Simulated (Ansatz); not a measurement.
# CHSi₂+ (quintet): wave-function methods side by side, cc-pVDZ

How much of the correlation energy of CHSi₂+ (quintet) does each wave-function method recover here?

Method: cc-pVDZ, core rule «outside noble gas», up to 11 orbitals frozen; program: Ansatz 0.2.0, Gaussian basis.

To be run: UHF; CCSD(T) on ROHF; CCSD(T) on UHF; BCCD(T) on ROHF; CISD; CCSDT(Q) on ROHF; CCSDT(Q) on UHF; CASSCF and NEVPT2, 12 electrons in 11 orbitals.

27 further runs of the same task are left out: 1 for a known fault of the program, 11 that didn't finish, 15 set aside as unsound or not needed.

## 1. The geometry

The geometry is a PBE0/def2-TZVP stationary point (not a proven minimum) of the parent state, kept for this charge and spin.

4 atoms, charge 1, spin multiplicity 5.

Atoms are counted from 1 here; the program's logs count them from 0.

Bond lengths: C1–Si2 1.685 Å, C1–H4 1.075 Å, Si2–Si3 2.242 Å. Angles: Si2–C1–H4 180.0°, C1–Si2–Si3 180.0°.

## 2. UHF

Contents of in.yaml:

```yaml
crystal:
  periodic: [false, false, false]
  atoms:
    - {symbol: C, position_ang: [0.000000, 0.000000, 1.134195]}
    - {symbol: Si, position_ang: [0.000000, 0.000000, -0.550583]}
    - {symbol: Si, position_ang: [0.000000, 0.000000, -2.792583]}
    - {symbol: H, position_ang: [0.000000, 0.000000, 2.208970]}
basis:
  gaussian: {orbitals: cc-pVDZ}
total_charge: 1
magnetization: {spin_polarized: true, initial_magnetization: 4}
hamiltonian: {xc: hf}
output: {orbitals: {seedname: orbitals}}
```

On the command line:

```bash
ansatz run in.yaml --threads 1 --pin off --events-out ev --progress --plain --max-ram 2393MiB
```

After this run come: CCSD(T) on ROHF; CCSD(T) on UHF; BCCD(T) on ROHF; CISD; CCSDT(Q) on ROHF; CCSDT(Q) on UHF; CASSCF and NEVPT2, 12 electrons in 11 orbitals.

Q: Predict the results of all the runs planned. Wanted: RCCSDT(Q) below the RHF energy; RMP2 from RCCSDT(Q); UMP2 from RCCSDT(Q); RCCSD from RCCSDT(Q); RCCSD(T) from RCCSDT(Q); UCCSD(T) from RCCSDT(Q); UCCSDT(Q) from RCCSDT(Q); NEVPT2 frontier from RCCSDT(Q); T1 diagnostic.

As calculated:

```
                         quantity                      value
   RCCSDT(Q) below the RHF energy                 -7.2445 eV
              RMP2 from RCCSDT(Q)                +1539.0 meV
              UMP2 from RCCSDT(Q)                +1566.9 meV
             RCCSD from RCCSDT(Q)                 +350.3 meV
          RCCSD(T) from RCCSDT(Q)                  +79.6 meV
          UCCSD(T) from RCCSDT(Q)                  +81.1 meV
         UCCSDT(Q) from RCCSDT(Q)                   -1.7 meV
   NEVPT2 frontier from RCCSDT(Q)                +1365.8 meV
levels within 1 kcal/mol (43 meV)  RCCSDT, UCCSDT, UCCSDT(Q)
                    T1 diagnostic                      0.027
```

In words: RCCSD(T) misses by +79.6 meV, 1.1 % of the correlation energy. These misses are within one basis, not against nature; the frozen cores of restricted and unrestricted runs differ, which can shift their rows.
